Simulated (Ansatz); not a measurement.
# Relaxing Hf2W

Level of theory: DFT PBE, scalar-relativistic, plane waves, PAW (Ansatz). Cutoff 420 eV, Γ-centred k mesh, Gaussian smearing, no spin polarisation in the final step.

The start puts Hf2W on the anti-CaCl2 structure type (Pnnm, No. 58), with W in place of Ca, Hf in place of Cl, at a guessed volume.

```
Hf W
1.0
     5.51187    0.00000    0.00000
     0.00000    5.67970    0.00000
     0.00000    0.00000    3.70991
Hf W
4 2
Direct
  0.22500 0.82500 0.50000
  0.72500 0.67500 0.00000
  0.77500 0.17500 0.50000
  0.27500 0.32500 0.00000
  0.50000 0.50000 0.50000
  0.00000 0.00000 0.00000
```

Steps on the 4×4×6 mesh (6 atoms). 11 of 15 steps are shown, and the free energy counts from the last. Trial steps that were taken back and renewals of the plane-wave basis can be among the rows.

```tsv
step	ΔF (meV/atom)	V (Å³/atom)	P (GPa)	largest force component (eV/Å)
1	1166.9	19.36	44.19	0.930
2	660.7	22.02	17.01	0.479
4	392.1	23.79	1.76	0.650
5	323.5	23.96	-1.77	0.873
6	230.5	23.51	-1.05	0.857
7	141.0	22.87	0.27	0.870
9	22.8	22.46	-0.06	0.025
10	22.4	22.45	0.30	0.017
12	4.2	22.48	1.34	0.005
14	0.1	22.71	0.00	0.021
15	0.0	22.71	0.00	0.021
```

The cell was then made exact in the group found at 0.06 Å. A final relaxation ran on a 12×12×12 mesh. The relaxed crystal, Fm-3m (No. 225):

```cif
data_structure
_symmetry_space_group_name_H-M 'Fm-3m'
_symmetry_Int_Tables_number 225
_cell_length_a 6.4802
_cell_length_b 6.4802
_cell_length_c 6.4802
_cell_angle_alpha 90.000
_cell_angle_beta 90.000
_cell_angle_gamma 90.000
_cell_volume 272.13
loop_
_atom_site_label
_atom_site_type_symbol
_atom_site_symmetry_multiplicity
_atom_site_Wyckoff_symbol
_atom_site_fract_x
_atom_site_fract_y
_atom_site_fract_z
_atom_site_occupancy
Hf1 Hf 8 c 0.25000 0.25000 0.75000 1
W1 W 4 a 0.00000 0.00000 0.00000 1
```

```
Volume per atom          : 22.68 Å³
Density                  : 13.20 g/cm³
Energy over the elements : 0.54 eV/atom
Gap on the 12×12×12 mesh : 0 eV (a metal)
```

Energies over the elements count from the elements' standard structures at the same level, with no empirical corrections.

The final run used a 12×12×12 mesh on its 3-atom cell and 0.10 eV smearing. For metals, differences of a few meV/atom aren't resolved. Spin–orbit coupling is left out.

Symmetry constrained the relaxation, so the result can be a saddle point.

Cost: 3 runs of about 4.1 core-minutes in all, on Intel Xeon 6975P-C (Granite Rapids) (shared hosts).